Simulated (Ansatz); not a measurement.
I need a short molecular-dynamics run of ClHOSi, SMILES O[Si]Cl. Use the Python package of Ansatz (0.2.0). Level of theory (for the species named): PBE0, 6-31G basis, multiplicity 1, D4 dispersion.

```xyz
4

O    -0.9172    0.4130   -0.2942
Si   -0.4125   -0.7831    0.6489
Cl    1.5892   -0.6682    0.3961
H    -0.2040    0.9781   -0.7711
```

The script, `md_clhosi.py`:
```python
'''Molecular dynamics of one ClHOSi molecule.'''

import ansatz
import numpy as np


def main() -> None:
    geometry_ang = [
        ('O', (-0.9172, 0.413, -0.2942)),
        ('Si', (-0.4125, -0.7831, 0.6489)),
        ('Cl', (1.5892, -0.6682, 0.3961)),
        ('H', (-0.204, 0.9781, -0.7711)),
    ]
    molecule = ansatz.Crystal.molecule()
    for symbol, xyz in geometry_ang:
        molecule = molecule.atom(symbol, xyz)

    model = (
        molecule.calculation()
        .basis(gaussian='6-31G')
        .functional('pbe0', dispersion='d4')
    )
    symbols = [site.symbol for site in molecule.cartesian_sites]
    start = np.array([site.position_ang for site in molecule.cartesian_sites], dtype=float)
    report = model.relax(force_tolerance=0.02, max_steps=100).run().report
    end = np.array(report['positions_ang'])
    minimum = ansatz.Crystal.molecule()
    for symbol, place in zip(symbols, end):
        minimum = minimum.atom(symbol, place.tolist())

    # dynamics from the relaxed geometry
    model = minimum.calculation()
    model = model.basis(gaussian='6-31G')
    model = model.functional('pbe0', dispersion='d4')
    model = model.md('nvt_nose_hoover', timestep=0.5, steps=30, temperature=200, initial_velocities='maxwell_boltzmann', seed=52, thermostat_time=50)
    frames = []
    result = model.session().plan().execute(on_event=lambda e: frames.append(e['data']) if e['event'] == 'md_step' else None)
    print('t (fs)   E_pot (eV)      E_kin (eV)   T (K)   d(0-1) (A)')
    for f in frames[::3]:
        xyz = np.array(f['positions_ang'])
        print(f'{f["time_fs"]:6.2f} {f["lagrangian_ev"]:14.5f} {f["e_kin_ev"]:10.5f} {f["temperature_k"]:8.1f} {np.linalg.norm(xyz[0] - xyz[1]):9.4f}')
    kept = np.array([f['conserved_ev'] for f in frames])
    print(f'conserved energy moves by at most {1000 * np.ptp(kept):.3f} meV')


if __name__ == '__main__':
    main()
```

```console
$ python md_clhosi.py
t (fs)   E_pot (eV)      E_kin (eV)   T (K)   d(0-1) (A)
  0.00   -22452.64961    0.05170    200.0    1.6984
  1.50   -22452.64326    0.04555    176.2    1.6957
  3.00   -22452.64108    0.04332    167.6    1.6926
  4.50   -22452.63806    0.04022    155.6    1.6895
  6.00   -22452.62492    0.02729    105.6    1.6873
  7.50   -22452.62085    0.02320     89.7    1.6867
  9.00   -22452.61859    0.02089     80.8    1.6876
 10.50   -22452.60785    0.01042     40.3    1.6893
 12.00   -22452.60875    0.01125     43.5    1.6912
 13.50   -22452.61016    0.01269     49.1    1.6933
 15.00   -22452.60528    0.00806     31.2    1.6964
conserved energy moves by at most 0.256 meV
```

Total energies depend on the basis set; only differences at equal settings carry meaning. The trajectory is only some femtoseconds long, so its temperature is not equilibrated; where the script doesn't relax first, it starts from a rough generated geometry. The temperature counts the internal degrees of freedom alone. The whole script took 47 s on 1 thread of Arm Neoverse V1, with other jobs on the host, peak memory 0.19 GiB.

(Lines on the test bed's own set-up are left out of the output.)
